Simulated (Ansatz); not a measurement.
# C2HF (fluoroacetylene) at 5 levels

Aim: a comparison of 5 runs (CAM-B3LYP/STO-3G, HSE06/STO-3G, wB97M-V/STO-3G, UMP2/STO-3G, CCSD/STO-3G) of C2HF (fluoroacetylene). 

Program for the calculation: Ansatz 0.2.0.

49 further runs of the same task are left out: 5 that didn't finish, 44 set aside as unsound or not needed.

## (1) The system as given

C2HF has 4 atoms, charge 0, and is taken as a singlet. As SMILES, `C#CF`. The H4–C1 distance was set to 2.657 Å, away from the relaxed value. At this shape a bond of the SMILES string is far longer than usual.

Bond lengths: C1–C2 1.192 Å, C2–F3 1.270 Å. Angles: C1–C2–F3 180.0°.

## (2) A single-point energy at CAM-B3LYP/STO-3G (run 1)

Contents of run.yaml:

```yaml
crystal:
  periodic: [false, false, false]
  atoms:
    - {symbol: C, position_ang: [0.526660, -0.662322, 0.423277]}
    - {symbol: C, position_ang: [1.190960, -1.496272, 0.957307]}
    - {symbol: F, position_ang: [1.898290, -2.384442, 1.525797]}
    - {symbol: H, position_ang: [-0.952830, 1.196740, -0.765890]}
basis:
  gaussian: {orbitals: STO-3G}
hamiltonian: {xc: {name: CAM-B3LYP}}
accuracy: high
```

Run with:

```console
ansatz run run.yaml --threads 1 --pin off --max-ram 3480MiB --events-out events.jsonl --progress --plain --runs-dir runs
```

The program printed:

```text
Warning: RAYON_NUM_THREADS=1 ignored (pool sized by the plan → 1); use --threads N
Functional definition: CAM-B3LYP
  name "CAM-B3LYP"
  parameter alpha = 0.19
  parameter beta = 0.46
  parameter omega = 0.33/bohr
  parameter ac = 0.81
  exchange = (1 - alpha - beta)*b88_x + beta*b88_x_sr(omega) + alpha*exact_x + beta*exact_x_lr(omega)
  correlation = (1 - ac)*vwn5_c + ac*lyp_c
270 factors; integrals over basis functions are off by at most 4.2e-8 eV
134 factors; integrals over basis functions are off by at most 7.4e-10 eV
mean field evaluation 1: about -4720.7705 eV, gradient 3.3e1 eV
mean field evaluation 2: about -4702.5276 eV, gradient 6.9e1 eV
mean field evaluation 4: about -4727.2300 eV, gradient 5.6e0 eV
mean field evaluation 8: about -4727.4086 eV, gradient 8.5e-2 eV
mean field evaluation 16: about -4727.3450 eV, gradient 9.6e-6 eV
mean field -4727.34501024 eV, -173.7267248169 hartree, gradient 7.1e-8 eV, S^2 0.000000; 0 other end points of the search recorded, 0 dependent functions left out
reference -4727.34502127 eV, -173.7267252222 hartree; 11, 11 occupied and 5, 5 virtual orbitals, 270 factors
Total energy: -4727.34502127 eV, -173.7267252222 hartree
```

It took 1 s on 1 thread of Intel Xeon Platinum 8259CL at 2.50GHz (Skylake/Cascade Lake), shared host; peak memory 0.1 GiB.

## (3) A single-point energy at HSE06/STO-3G (run 2)

Contents of job.yaml:

```yaml
crystal:
  periodic: [false, false, false]
  atoms:
    - {symbol: C, position_ang: [0.526660, -0.662322, 0.423277]}
    - {symbol: C, position_ang: [1.190960, -1.496272, 0.957307]}
    - {symbol: F, position_ang: [1.898290, -2.384442, 1.525797]}
    - {symbol: H, position_ang: [-0.952830, 1.196740, -0.765890]}
basis:
  gaussian:
    orbitals: STO-3G
hamiltonian:
  xc: hse06
accuracy: high
```

Run with:

```console
ansatz run job.yaml --threads 1 --pin off --max-ram 3480MiB --events-out events.jsonl --progress --plain --runs-dir runs
```

The program printed:

```text
Warning: RAYON_NUM_THREADS=1 ignored (pool sized by the plan → 1); use --threads N
Functional definition: HSE06
  name "HSE06"
  parameter a = 0.25
  parameter omega = 0.11/bohr
  exchange = pbe_x - a*pbe_x_sr(omega) + a*exact_x_sr(omega)
  correlation = pbe_c
270 factors; integrals over basis functions are off by at most 4.2e-8 eV
47 factors; integrals over basis functions are off by at most 4.2e-10 eV
mean field evaluation 1: about -4717.6420 eV, gradient 3.6e1 eV
mean field evaluation 2: about -4689.0940 eV, gradient 8.2e1 eV
mean field evaluation 4: about -4719.1179 eV, gradient 1.4e1 eV
mean field evaluation 8: about -4720.5196 eV, gradient 3.1e1 eV
mean field evaluation 16: about -4725.3494 eV, gradient 1.5e-8 eV
mean field -4725.34941401 eV, -173.6533880079 hartree, gradient 1.7e-8 eV, S^2 0.000000; 2 other end points of the search recorded, 0 dependent functions left out
reference -4725.34941541 eV, -173.6533880595 hartree; 11, 11 occupied and 5, 5 virtual orbitals, 270 factors
Total energy: -4725.34941541 eV, -173.6533880595 hartree
```

It took 1.3 s on 1 thread of Intel Xeon Platinum 8259CL at 2.50GHz (Skylake/Cascade Lake), shared host; peak memory 0.1 GiB.

Run 3 isn't shown in full; the table further down has it.

## (4) A single-point energy at UMP2/STO-3G (run 4)

job.yaml: that of step 3 with these lines changed.

```diff
@@ -8,6 +8,5 @@
 basis:
-  gaussian:
-    orbitals: STO-3G
-hamiltonian:
-  xc: hse06
+  gaussian: {orbitals: STO-3G}
+magnetization: {spin_polarized: true, initial_magnetization: 0}
+correlation: {method: mp2, frozen_orbitals: {C: 1, F: 1, H: 0}}
 accuracy: high
```

Run with:

```console
ansatz run job.yaml --threads 1 --pin off --max-ram 3480MiB --events-out events.jsonl --progress --plain --runs-dir runs
```

The program printed:

```text
Warning: RAYON_NUM_THREADS=1 ignored (pool sized by the plan → 1); use --threads N
Functional definition: HF
  name "HF"
  exchange = exact_x
  correlation = 0
270 factors; integrals over basis functions are off by at most 4.2e-8 eV
mean field evaluation 1: about -4700.0567 eV, gradient 1.9e1 eV
mean field evaluation 2: about -4700.1124 eV, gradient 1.9e1 eV
mean field evaluation 4: about -4704.9943 eV, gradient 2.2e0 eV
mean field evaluation 8: about -4705.0383 eV, gradient 1.9e-2 eV
mean field evaluation 16: about -4705.0383 eV, gradient 2.6e-5 eV
mean field evaluation 32: about -4710.4767 eV, gradient 9.4e-5 eV
mean field evaluation 64: about -4709.1071 eV, gradient 9.4e-1 eV
mean field evaluation 96: about -4710.3964 eV, gradient 1.0e0 eV
mean field evaluation 128: about -4710.4671 eV, gradient 3.5e-1 eV
mean field -4710.45653442 eV, -173.1060847777 hartree, gradient 1.7e-8 eV, S^2 1.405352; 8 other end points of the search recorded, 0 dependent functions left out
3 core orbitals not correlated: weight in the atoms' cores, before any rotation towards them, 1.000 or more for the frozen orbitals, at most 0.000 for the correlated occupied ones
reference -4710.45653442 eV, -173.1060847777 hartree; 8, 8 occupied and 5, 5 virtual orbitals, 270 factors
second order -2.94304863 eV of doubles, -0.00000000 eV of singles
Total energy: -4713.39958305 eV, -173.2142398200 hartree
```

Wall time 0.38 s (1 thread of Intel Xeon Platinum 8259CL at 2.50GHz (Skylake/Cascade Lake), shared host).

## (5) A single-point energy at CCSD/STO-3G (run 5)

Contents of job.yaml:

```yaml
basis:
  gaussian: {orbitals: STO-3G}
crystal:
  periodic: [false, false, false]
  atoms:
    - {symbol: C, position_ang: [0.526660, -0.662322, 0.423277]}
    - {symbol: C, position_ang: [1.190960, -1.496272, 0.957307]}
    - {symbol: F, position_ang: [1.898290, -2.384442, 1.525797]}
    - {symbol: H, position_ang: [-0.952830, 1.196740, -0.765890]}
correlation: {method: ccsd, frozen_orbitals: {C: 1, F: 1, H: 0}}
accuracy: high
scf: {omitted_lower_state_checks: [cluster_reference, increment]}
```

Run with:

```console
ansatz run job.yaml --threads 1 --pin off --max-ram 3480MiB --events-out events.jsonl --progress --plain --runs-dir runs
```

The program printed:

```text
Warning: RAYON_NUM_THREADS=1 ignored (pool sized by the plan → 1); use --threads N
[... 12 lines left out ...]
3 core orbitals not correlated: weight in the atoms' cores, before any rotation towards them, 1.000 or more for the frozen orbitals, at most 0.000 for the correlated occupied ones
[... 31 lines left out ...]
WARN: these amplitudes may be one of several solutions (largest doubles amplitude 0.74, level shift 11.39 eV)
Total energy: -4714.63959405 eV, -173.2598093839 hartree
Checks for a lower state left out: cluster_reference, increment
```

It took 0.32 s on 1 thread of Intel Xeon Platinum 8259CL at 2.50GHz (Skylake/Cascade Lake), shared host.

## (6) All runs side by side

```tsv
run	level	frozen core orbitals	energy (Eh)	wall time
1	CAM-B3LYP/STO-3G	–	-173.726725	1 s
2	HSE06/STO-3G	–	-173.653388	1.3 s
3	wB97M-V/STO-3G	–	-173.816281	11 s
4	UMP2/STO-3G	3	-173.214240	0.38 s
5	CCSD/STO-3G	3	-173.259809	0.32 s
```

## (7) Results

```
                                          quantity          value
                               run 5: total energy  -173.25981 Eh
run 5: correlation energy (3 core orbitals frozen)     -352.8 mEh
                              run 5: T1 diagnostic          0.041
```

**Reading.** Totals of different functionals can't be ranked against each other. In run 5 the T1 diagnostic is large, so a single reference may not serve. In run 5 the log says that unrestricted orbitals would lower the reference, so the values rest on an unstable closed-shell determinant (other closed-shell runs at this shape may share the fault). In runs 1, 2, 3, 4, 5 the basis is minimal, so the values are rough. In runs 1, 2, 3, 5 a closed-shell determinant meets a far-stretched bond, which it describes badly. Spin contamination of the reference: run 4 ⟨S²⟩ = 1.41. Where it is this large, the reference is a mixture of spin states, and values that rest on it are in doubt. All runs together took 14 s, the longest 11 s.
